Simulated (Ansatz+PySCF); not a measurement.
The numbers below are computed, except where a source is named.
Several solutions for singlet N₂

```xyz
2

N     0.0000    0.0000   -1.0978
N     0.0000    0.0000    1.0978
```

Basis set: 6-31G (spherical functions). Charge 0, multiplicity 1.

RHF was run from several starts with Ansatz (development build ahead of 0.2.0) and PySCF 2.14.0.

```json
{"run": "A", "program": "PySCF", "start": "guess huckel, instabilities followed", "converged": "yes", "energy (hartree)": "-108.40902", "<S²>": "0.00"}
{"run": "B", "program": "Ansatz", "start": "search for the lowest state", "converged": "yes", "energy (hartree)": "-108.40902", "<S²>": "0.00"}
{"run": "C", "program": "Ansatz", "start": "stability test followed", "converged": "yes", "energy (hartree)": "-108.40902", "<S²>": "0.00"}
{"run": "D", "program": "PySCF", "start": "guess 1e, instabilities followed", "converged": "yes", "energy (hartree)": "-108.40902", "<S²>": "0.00"}
{"run": "E", "program": "PySCF", "start": "program defaults", "converged": "yes", "energy (hartree)": "-108.21837", "<S²>": "0.00"}
{"run": "F", "program": "PySCF", "start": "guess atom, instabilities followed", "converged": "yes", "energy (hartree)": "-108.40902", "<S²>": "0.00"}
{"run": "G", "program": "PySCF", "start": "guess minao, instabilities followed", "converged": "yes", "energy (hartree)": "-108.40902", "<S²>": "0.00"}
```

Which runs reached the lowest solution of this kind, and what is wrong with the others?

A, B, C, D, F, G reached the lowest solution found. Converged but too high: E by 5.19 eV. Convergence only shows a stationary point, and even a stable one can lie too high; stability tests and further starts are what find lower ones. Caution: an unrestricted determinant lies well below (9.59 eV lower). Caution: the determinant breaks the point group.
